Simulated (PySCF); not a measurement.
Question: What does the PBE0-D3(BJ)/def2-SVP structure of `Clc1pccs1` look like in three dimensions?

Answer: 
```
atom  x, y, z in Å
Cl1    3.598    0.116   -0.075
C2     1.885    0.004   -0.052
P3     1.000   -1.455    0.193
C4    -0.555   -0.617    0.055
C5    -0.540    0.729   -0.169
S6     1.002    1.459   -0.293
H7    -1.501   -1.158    0.147
H8    -1.414    1.377   -0.275
```

Any rigid rotation of these coordinates is as good. Atoms count from 1 in this order. The C–P distances run from 1.723 Å (C2–P3, aromatic) to 1.772 Å (P3–C4, aromatic), a spread of 0.049 Å. The 6 heavy atoms lie in one plane (0.000 Å rms). The 5-membered ring C2–P3–C4–C5–S6 has internal angles of 92.3° to 118.2°; it is planar, 0.00 Å rms from its mean plane, widest ring torsion 0°. P3 (phosphorus bonded to 2 C) is bent (angle 92.3°).

Bonds between heavy atoms (Å): Cl1–C2 1.717, C2–P3 1.723, P3–C4 1.772, C4–C5 1.365, C5–S6 1.711, C2–S6 1.719.

Method used: PBE0-D3(BJ)/def2-SVP geometry optimisation, gas phase in PySCF 2.14.0.

Point group: Cs (every atom within 0.08 Å of its image). PBE0-D3(BJ)/def2-SVP frequencies: not computed here.
